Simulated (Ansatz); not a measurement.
**How far each method lies from full CI for B2H, doublet**

Geometry: a PBE0/def2-TZVP stationary point for this spin, not checked as a minimum.

```yaml
atoms:
  - { symbol: B, position_ang: [0.0000, 0.0000, 0.1151] }
  - { symbol: B, position_ang: [0.0000, 0.0000, -1.4076] }
  - { symbol: H, position_ang: [0.0000, 0.0000, 1.2925] }
```

Basis cc-pVDZ; Ansatz 0.2.0. Correlated methods freeze the noble-gas cores, which leaves 7 electrons in 31 orbitals. R marks a restricted (for open shells ROHF) determinant, U an unrestricted one. Active spaces: valence = (7e, 9o) chosen from the atoms' valence shells; pair = (3e, 3o) about the gap.

Full CI is exact within this basis and frozen core; it isn't the basis-set limit. The frozen core follows each run's orbitals, which can shift R against U totals by a few meV.

For open shells CISD is restricted-active-space CI with the open shells as a complete middle space. The determinant fills πx and πy unequally, so it is a mixture of Σ and Δ, which weighs on every level built on one determinant.

* UHF ⟨S²⟩: 1.761
* ⟨S²⟩ of the determinant under UCCSD: 1.766
* T1 diagnostic (RCCSD): 0.0277
* largest doubles amplitude (RCCSD): 0.159
* T1 diagnostic (UCCSD): 0.0219

```json
{"level": "RHF", "E − E(full CI) (mEh)": "161.83", "share of correlation (%)": "0.00", "wall time": "–"}
{"level": "UHF†", "E − E(full CI) (mEh)": "121.41", "share of correlation (%)": "–", "wall time": "0.48 s"}
{"level": "RMP2", "E − E(full CI) (mEh)": "46.27", "share of correlation (%)": "71.41", "wall time": "–"}
{"level": "UMP2†", "E − E(full CI) (mEh)": "25.96", "share of correlation (%)": "–", "wall time": "–"}
{"level": "CISD", "E − E(full CI) (mEh)": "21.64", "share of correlation (%)": "86.63", "wall time": "0.76 s"}
{"level": "RCCSD", "E − E(full CI) (mEh)": "13.26", "share of correlation (%)": "91.80", "wall time": "–"}
{"level": "UCCSD*†", "E − E(full CI) (mEh)": "-11.65", "share of correlation (%)": "–", "wall time": "–"}
{"level": "RCCSD(T)", "E − E(full CI) (mEh)": "7.44", "share of correlation (%)": "95.40", "wall time": "2.9 s"}
{"level": "UCCSD(T)*†", "E − E(full CI) (mEh)": "-22.71", "share of correlation (%)": "–", "wall time": "3.5 s"}
{"level": "BCCD(T)", "E − E(full CI) (mEh)": "7.47", "share of correlation (%)": "95.39", "wall time": "2.2 s"}
{"level": "RCCSDT*", "E − E(full CI) (mEh)": "1.81", "share of correlation (%)": "98.88", "wall time": "–"}
{"level": "UCCSDT*†", "E − E(full CI) (mEh)": "-35.84", "share of correlation (%)": "–", "wall time": "–"}
{"level": "RCCSDT(Q)*", "E − E(full CI) (mEh)": "-0.15", "share of correlation (%)": "100.09", "wall time": "7 s"}
{"level": "UCCSDT(Q)*†", "E − E(full CI) (mEh)": "-40.95", "share of correlation (%)": "–", "wall time": "8.5 s"}
{"level": "RCCSDTQ*", "E − E(full CI) (mEh)": "0.08", "share of correlation (%)": "99.95", "wall time": "24 s (H100)"}
{"level": "UCCSDTQ*†", "E − E(full CI) (mEh)": "-38.89", "share of correlation (%)": "–", "wall time": "32 s (H100)"}
{"level": "CASSCF (valence space)", "E − E(full CI) (mEh)": "80.18", "share of correlation (%)": "50.45", "wall time": "–"}
{"level": "NEVPT2 (valence space)", "E − E(full CI) (mEh)": "20.77", "share of correlation (%)": "87.17", "wall time": "4.2 s"}
{"level": "MRCISD (valence space)", "E − E(full CI) (mEh)": "3.36", "share of correlation (%)": "97.93", "wall time": "–"}
{"level": "MRCISD+Q (valence space)", "E − E(full CI) (mEh)": "-0.14", "share of correlation (%)": "100.09", "wall time": "7.5 s"}
```

An asterisk marks runs whose energy the program itself flagged as in doubt. A dagger marks rows that describe another state than the reference (another or a broken symmetry, a higher spin or other natural occupations), so the difference isn't the method's error.

The correlation energy at full CI, counted from RHF, is -4.404 eV. That run took 21 s on 2 threads of AMD EPYC 7R13 with a shared H100 80 GB, shared host over 35,354,151 determinants.

Run but not shown, since their state, orbitals or frozen core can't be matched to the reference's or they repeat it: CASSCF (pair space), NEVPT2 (pair space), MRCISD (pair space), MRCISD+Q (pair space).

Times hold each run's SCF and search for its determinant on a shared host, so for small cases they say little of a method's own cost; rows without a card ran on 1 thread of AMD EPYC 7R13.

Unrestricted levels hold only the spin's projection, and here they fall towards a lower state of higher spin.

The full-CI state has the irrep A2 of C2v, in the program's axes (one component, if the state is degenerate).

Natural occupations of full CI about the gap: 1.957 1.944 0.991 0.954 0.954 0.049 0.049 0.024 0.013 0.009; effectively unpaired electrons, Σ n²(2−n)², 3.03. No single determinant describes this state well, so single-reference rows can miss without a flag.
